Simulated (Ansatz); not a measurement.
What does this script print? It uses the Python package of Ansatz (0.2.0).

`composite_h3ps.py`
```python
"""Relax H3PS cheaply, then refine its energy."""

import itertools

import ansatz as az
from ase.data import atomic_numbers, covalent_radii
import numpy as np

geometry = (
    az.Crystal.molecule()
    .atom("P", [-0.6081, -0.4777, 0.3761])
    .atom("S", [0.4107, 1.191, -0.44])
    .atom("H", [0.3176, -1.4192, 0.234])
    .atom("H", [-1.2683, -0.8141, -0.814])
    .atom("H", [1.198, 1.4464, 0.6024])
)

model = geometry.calculation()
model = model.basis(gaussian="def2-SVP")
model = model.functional("PBE0", dispersion="d3bj")
symbols = [site.symbol for site in geometry.cartesian_sites]
start = np.array([site.position_ang for site in geometry.cartesian_sites], dtype=float)
summary = model.relax(force_tolerance=0.01, max_steps=100).run(threads=1, backend="cpu").report
end = np.array(summary["positions_ang"])
# pairs closer than 1.2 times the sum of covalent radii, before or after
radius = [covalent_radii[atomic_numbers[s]] for s in symbols]
span = lambda where, i, j: np.linalg.norm(where[i] - where[j])
bonded = [(i, j) for i, j in itertools.combinations(range(len(symbols)), 2) if min(span(start, i, j), span(end, i, j)) < 1.2 * (radius[i] + radius[j])]
print("pair        before    after (A)")
for i, j in bonded:
    print(f"{symbols[i]}{i}-{symbols[j]}{j}".ljust(10), f"{span(start, i, j):8.4f} {span(end, i, j):8.4f}")

minimum = az.Crystal.molecule()
for symbol, place in zip(symbols, end):
    minimum = minimum.atom(symbol, place.tolist())
at_minimum = minimum.calculation()
# MP2 extrapolated to the basis limit, plus the small-basis difference CCSD(T) - MP2
level = lambda method, basis: at_minimum.basis(gaussian=basis).correlation(method).run(threads=1, backend="cpu").report
small, large, cluster = level("mp2", "cc-pVDZ"), level("mp2", "cc-pVTZ"), level("ccsd_t", "cc-pVDZ")
corr = lambda each: (each["free_energy_ev"] - each["reference_energy_ev"]) / 27.211386246
mp2_limit = (27 * corr(large) - 8 * corr(small)) / 19
pieces = {"HF / cc-pVTZ": large["reference_energy_ev"] / 27.211386246, "MP2 correlation, DZ-TZ limit": mp2_limit, "CCSD(T) - MP2 / cc-pVDZ": corr(cluster) - corr(small)}
for name, value in pieces.items():
    print(f"{name:32s} {value:14.6f} Ha")
print(f"{'sum':32s} {sum(pieces.values()):14.6f} Ha")
print("T1 diagnostic", round(cluster["correlation"]["coupled_cluster"]["t1_diagnostic"], 4))
```

`python composite_h3ps.py` gives:
```text
pair        before    after (A)
P0-S1        2.1186   2.1356
P0-H2        1.3280   1.4285
P0-H3        1.4019   1.4284
S1-H4        1.3310   1.3501
HF / cc-pVTZ                        -740.053162 Ha
MP2 correlation, DZ-TZ limit          -0.370639 Ha
CCSD(T) - MP2 / cc-pVDZ               -0.047327 Ha
sum                                 -740.471127 Ha
T1 diagnostic 0.0105
```

What to keep in mind:
- These settings explore the input space; basis and method may be short of convergence.
- The sum leaves out core correlation, relativity, the Hartree-Fock basis error and zero-point energy; a DZ-TZ extrapolation is rough.
- Inner cores stay frozen, so this is valence correlation.
- For Al to Cl the sets with a tight d function, cc-pV(X+d)Z, are usual.
- An extrapolation from small basis sets is rough.
- Hardware and time: 15 s on 1 thread of Intel(R) Xeon(R) Platinum 8259CL CPU @ 2.50GHz (Skylake/Cascade Lake), with other jobs on the host, peak memory 0.23 GiB.

(A comment or docstring line of the script was reworded after the run, the code is as it ran; lines on the test bed's own set-up are left out of the output.)
